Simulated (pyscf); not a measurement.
Four-centre exchange: H₃C–Ga(CH₃)–CH₃ + H₂O -> CH₄ + H₃C–Ga(CH₃)–OH

Gas phase, singlet surface, charge 0. Bonds broken: C1–Ga2, O14–H15. Bonds formed: C1–H15, Ga2–O14. Optimised with ωB97X-D3(BJ)/def2-SVP in PySCF.

Transition state (Å):

```xyz
16

C      1.4399    -0.3469     0.3303
Ga    -0.6178     0.4713     0.2293
C     -1.8735    -1.0338     0.3708
C     -0.6308     2.2297     1.0888
H      1.6989    -1.3678     0.0060
H      2.3425     0.2842     0.3148
H      1.1733    -0.4436     1.4022
H     -1.5039    -1.9190    -0.1707
H     -2.8611    -0.7683    -0.0406
H     -2.0232    -1.3214     1.4242
H     -1.5050     2.8158     0.7622
H      0.2762     2.7924     0.8201
H     -0.6749     2.1460     2.1866
O      0.0474     0.6702    -1.6491
H      0.8418     0.1302    -0.8793
H     -0.3005     0.0409    -2.2938
```

One imaginary mode, 1403i cm⁻¹; descent along it reached the two sides named, in the forms told below.

| bond | change | reactant side (Å) | saddle | product side |
|---|---|---|---|---|
| C1–Ga2 | breaks | 1.991 | 2.217 | 3.1 |
| O14–H15 | breaks | 0.967 | 1.231 | 2.6 |
| C1–H15 | forms | 2.9 | 1.431 | 1.100 |
| Ga2–O14 | forms | 2.226 | 2.003 | 1.805 |

Electronic energies relative to the separated reactants (eV):

| level | barrier | reaction energy | reverse barrier |
|---|---|---|---|
| ωB97X-D3(BJ)/def2-TZVP | 0.41 | -0.99 | 1.39 |
| PBE/def2-TZVP | 0.29 | -1.01 | 1.30 |
| r²SCAN/def2-TZVP | 0.23 | -1.07 | 1.30 |
| B3LYP-D3(BJ)/def2-TZVP | 0.42 | -1.05 | 1.47 |
| PBE0-D3(BJ)/def2-TZVP | 0.33 | -0.96 | 1.29 |
| M06-2X/def2-TZVP | 0.30 | -1.08 | 1.38 |
| ωB97M-D3(BJ)/def2-TZVP | 0.44 | -0.99 | 1.43 |
| HF/def2-TZVP | 1.08 | -1.12 | 2.20 |

With ωB97M-D3(BJ)/def2-TZVP energies and thermal terms (ideal gas, 1 atm, RRHO with modes under 100 cm⁻¹ raised to 100, one conformer, R ln 2 for chiral ones without a mode under 150 cm⁻¹), in eV:

| T (K) | ΔH‡ | ΔG‡ | ΔH | ΔG |
|---|---|---|---|---|
| 298 | 0.38 | 0.86 | -0.97 | -0.91 |
| 600 | 0.38 | 1.36 | -0.99 | -0.84 |
| 900 | 0.41 | 1.84 | -1.00 | -0.76 |
| 1200 | 0.45 | 2.31 | -1.00 | -0.68 |

On the reactant side the descent ends in an adduct with a Ga–O contact, 0.57 eV under the separated species and 0.97 eV under the saddle at ωB97X-D3(BJ)/def2-TZVP. What is counted as formed (Ga–O) is already present as a longer contact in the reactant adduct; forming that adduct is a step of its own. One saddle was located; it need not be the lowest between these sides. Elements up to Kr have no core potential and no relativistic terms here.
